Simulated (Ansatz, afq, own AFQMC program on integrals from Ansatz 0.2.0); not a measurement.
Where AFQMC and coupled cluster stand for AlSiH⁺, doublet

```csv
atom,x (Å),y (Å),z (Å)
Si,0.0000,-0.0360,1.1654
Al,0.0000,-0.0118,-1.2249
H,0.0000,1.3177,0.3154
```

Connectivity, by distances: SiH–Al.

Basis cc-pVDZ. Only valence electrons are correlated. Integrals, coupled cluster, full CI and functionals: Ansatz 0.2.0; the random walks run on the same integrals in our own AFQMC program. ph-AFQMC/CISD is guided by a CISD state made of CCSD amplitudes; releasing the constraint for a short imaginary time cuts its bias at the price of noise, slowly where states lie close. Error bars are statistical, one sigma.

Determinant: UHF, the one that the program's search chose, which needn't be the lowest solution. The geometry is a PBE0/def2-TZVP stationary point of this or a neighbouring charge and spin state.

Full CI on the same integrals is exact in this basis and with this determinant's frozen core.

Cautions: the search met a lower determinant of the same kind, perhaps of another symmetry (130 meV lower); strong correlation (T1 0.081, weight of the determinant 0.78, largest double 0.12); unrestricted determinant spin contaminated (⟨S²⟩ 1.11 against 0.75).

- T1 diagnostic: 0.0812
- weight of the determinant in the CISD state: 0.780
- ⟨S²⟩ of the determinant: 1.113
- size of the correlated space: 7 electrons in 31 orbitals

Reference: full CI, correlation energy -4.173 eV. The released energy is read at 2.40 1/Eh (meV from the phaseless value at times in 1/Eh: -4 ± 4 at 0.24, -11 ± 3 at 0.51, -20 ± 3 at 0.99, -37 ± 6 at 1.62, -28 ± 4 at 2.40). The cautions show a poor starting determinant, so the rows tell how each method copes with it here, and full CI is the sure value.

```json
{"level": "HF", "E − E(reference) (meV)": "4173.2", "share of correlation (%)": "0.00"}
{"level": "MP2", "E − E(reference) (meV)": "1342.0", "share of correlation (%)": "67.84"}
{"level": "CCSD", "E − E(reference) (meV)": "266.9", "share of correlation (%)": "93.60"}
{"level": "CCSD(T)", "E − E(reference) (meV)": "73.0", "share of correlation (%)": "98.25"}
{"level": "CCSDT", "E − E(reference) (meV)": "15.6", "share of correlation (%)": "99.63"}
{"level": "CCSDT(Q)", "E − E(reference) (meV)": "0.1", "share of correlation (%)": "100.00"}
{"level": "CCSDTQ", "E − E(reference) (meV)": "0.5", "share of correlation (%)": "99.99"}
{"level": "ph-AFQMC/HF", "E − E(reference) (meV)": "63.1 ± 21.4", "share of correlation (%)": "98.49"}
{"level": "ph-AFQMC/CISD", "E − E(reference) (meV)": "33.9 ± 3.7", "share of correlation (%)": "99.19"}
{"level": "released AFQMC", "E − E(reference) (meV)": "5.7 ± 3.8", "share of correlation (%)": "99.86"}
```

CCSDT and higher add their correlation energy to the determinant of the CCSD(T) run, since their own runs factorise the integrals more tightly (a shift of under 2 meV). A walk keeps the symmetry of its determinant, which the program's search chose and which needn't be the lowest solution, so a lower state of the same spin and another symmetry isn't excluded. Released energies are given only where the last usable release times agree within the noise; a slower fall can still hide under it.
